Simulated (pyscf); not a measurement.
H₂As–InH₂ + hydrogen (H₂) → AsH₃ + InH₃ (four-centre exchange; singlet surface; As–In, H–H broken, As–H, H–In formed). Single points on ωB97X-D3(BJ)/def2-SVP structures (PySCF, gas phase). Energies in kcal/mol from the separated reactants.

| level | barrier | reaction energy |
|---|---|---|
| r²SCAN/def2-TZVP | 29.9 | +14.1 |
| B3LYP-D3(BJ)/def2-TZVP | 33.4 | +13.4 |
| PBE0-D3(BJ)/def2-TZVP | 30.5 | +13.9 |
| M06-2X/def2-TZVP | 35.0 | +15.8 |
| ωB97M-D3(BJ)/def2-TZVP | 35.0 | +11.2 |
| HF/def2-TZVP | 48.9 | +7.9 |

The functionals in the table span 5.2 kcal/mol in this barrier, from r²SCAN to M06-2X. On the product side the descent ends in a complex (not fully relaxed), 6.2 kcal/mol under the separated species and 25.1 kcal/mol under the saddle at ωB97X-D3(BJ)/def2-TZVP. At the saddle there is also a short H–In contact that neither side keeps. This is the saddle that the search found; another between the same sides may lie lower. Elements up to Kr have no core potential and no relativistic terms here. Elements past Kr carry the def2 core potentials, without spin-orbit coupling.
